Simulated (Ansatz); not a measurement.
Molecule: CH3S, charge -1, multiplicity 1. It need not be the lowest isomer of its formula. Whether it binds its extra electron was not tested at this geometry. 
Coordinates optimised at B3LYP-D3(BJ)/def2-TZVP (Ansatz, a program for electronic structure):
```
C
H 1 1.0953
H 1 1.0953 2 110.72
S 1 1.7522 2 112.96 3 -127.82
H 4 1.4124 1 112.06 2 63.32
```
Charge -1, spin multiplicity 1.

Basis-set convergence of Hartree-Fock and CCSD correlation energies (hartree) with Ansatz. Cores are frozen in the correlated levels unless marked. No spin-orbit coupling. No relativistic terms. This anion needs diffuse functions, which these sets lack.

```json
[
 {"basis": "def2-SVP", "functions": "47", "E(HF)": "-436.89234", "E(corr, CCSD)": "-0.31499"},
 {"basis": "def2-TZVPP", "functions": "115", "E(HF)": "-437.09088", "E(corr, CCSD)": "-0.40333"},
 {"basis": "def2-QZVPP", "functions": "217", "E(HF)": "___", "E(corr, CCSD)": "___"}
]
```

Q: What belongs in the gaps?

A: 
- def2-QZVPP, E(HF): -437.10764
- def2-QZVPP, E(corr, CCSD): -0.42850
